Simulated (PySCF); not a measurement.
**A diatomic session: BP+**

An exercise on one series of results from a longer session: the logs are not shown, and one member is left open.

The runs use PySCF 2.14.0; B aug-pcseg-1, P aug-pcseg-1, no relativity.

The first run:

Settings of the job:

```yaml
atoms: B, P
charge: 1
basis: B aug-pcseg-1, P aug-pcseg-1
Hamiltonian: no relativity
basis_functions: 50
electrons_treated: 19
masses_in_u: 11.0093, 30.9738
levels: PBE0, PBE, r²SCAN, LDA, BP86, M06-2X, HF, MP2, SCS-MP2, CCSD, CCSD(T)
grid: 80 radial by 434 angular points
occupations: held fixed by the projection of orbital angular momentum
dissociation_limit: B+ + P, each in its ground configuration
starting_distance_in_angstrom: 1.980
values_of_2S_to_try: 1, 3
```

On the command line:

```sh
> OMP_NUM_THREADS=1 python dia.py task.json out
```

Steps of the session up to this table: The job; First curve: PBE0; Other states along the same grid; PBE; r²SCAN; LDA; BP86; M06-2X; UHF; Correlated methods on the Hartree–Fock reference.

One of the session's tables, all rows but one given; the rest of the session is left out.

Energy (eV) from each level's lowest point:

```
R (Å)    UHF  UHF-MP2  UHF-SCS-MP2  UHF-CCSD  UHF-CCSD(T)
1.602  0.830    0.903        0.939       n/a          n/a
1.677  0.337    0.381        0.414     0.457        0.484
1.751  0.086    0.105        0.130     0.157        0.173
1.807  0.010    0.016        0.030     0.044        0.052
1.863  0.000    0.000        0.000     0.000        0.001
1.919  0.035    0.037        0.020     0.004        0.000
1.993  0.122    0.138        0.095     0.056        0.051
2.087      ?        ?            ?         ?            ?
2.198  0.408    0.499        0.400     0.305        0.320
2.347  0.586    0.733        0.612       n/a          n/a
```

Estimate the missing values for R (Å) = 2.087.

Worked estimate for «UHF». A straight line through the neighbours (1.993, 0.122) and (2.198, 0.408) gives 0.122 + (0.408 − 0.122) × (2.087 − 1.993) / (2.198 − 1.993) = 0.253; a parabola fitted to 4 rows on both sides gives 0.258.

**Answer.** UHF: 0.254; UHF-MP2: 0.301; UHF-SCS-MP2: 0.229; UHF-CCSD: 0.161; UHF-CCSD(T): 0.162. In «UHF» the line misses by -0.001 and the parabola by +0.004.
